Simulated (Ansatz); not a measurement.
A calculation with Ansatz (development build ahead of 0.2.0).

```yaml
crystal:
  periodic: [false, false, false]
  atoms:
    - { symbol: C, position_ang: [-0.04205, -0.39392, -0.33964] }
    - { symbol: C, position_ang: [0.05925, -0.46411, 1.1574] }
    - { symbol: O, position_ang: [-0.06332, 0.92417, -0.76632] }
    - { symbol: H, position_ang: [-0.87679, -1.02116, -0.75777] }
    - { symbol: H, position_ang: [0.8969, -0.9009, -0.77152] }
    - { symbol: H, position_ang: [-0.01885, -1.44502, 1.53846] }
    - { symbol: H, position_ang: [0.91289, 0.068, 1.5494] }
    - { symbol: H, position_ang: [-0.87002, 0.06495, 1.51701] }
    - { symbol: H, position_ang: [-0.05079, 0.96133, -1.76043] }
basis:
  gaussian: { orbitals: STO-3G }
hamiltonian:
  xc: hf
correlation:
  method: mp2
  frozen_orbitals: { C: 1, H: 0, O: 1 }
```

The input is written out in the form of the current development build from the run's settings.

Results

| Item | Value |
| --- | --- |
| Converged | yes |
| Reference energy | -152.11799 hartree |
| Correlation energy | -0.13949 hartree |
| Total energy | -152.25748 hartree |
| Spin squared of the determinant | 0.000 |
